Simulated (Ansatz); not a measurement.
Rock-salt MgS was calculated with LDA (plane waves, PAW; Ansatz, a program for electronic structure).

Numerical settings: plane-wave cutoff 520 eV, 12×12×12 k mesh, Fermi–Dirac smearing 0.01 eV, scalar-relativistic PAW data made under PBE.

The cell has the measured lattice parameters. Conventional cell: a = 5.2033 Å, b = 5.2033 Å, c = 5.2033 Å, α = 90.00°, β = 90.00°, γ = 90.00°.

```yaml
crystal:
  lattice:
    - [0.00000, 2.60165, 2.60165]
    - [2.60165, 0.00000, 2.60165]
    - [2.60165, 2.60165, 0.00000]
  atoms:
    - { symbol: Mg, position: [0.00000, 0.00000, 0.00000] }
    - { symbol: S, position: [0.50000, 0.50000, 0.50000] }
```

List the 5 lowest band energies at Γ above −25 eV (eV, relative to the valence band maximum), grouping those that round alike.

At Γ: -12.65, 0.00 (×3), 3.48.

Note: cell and atoms aren't relaxed at this level (pressure -3.3 GPa).
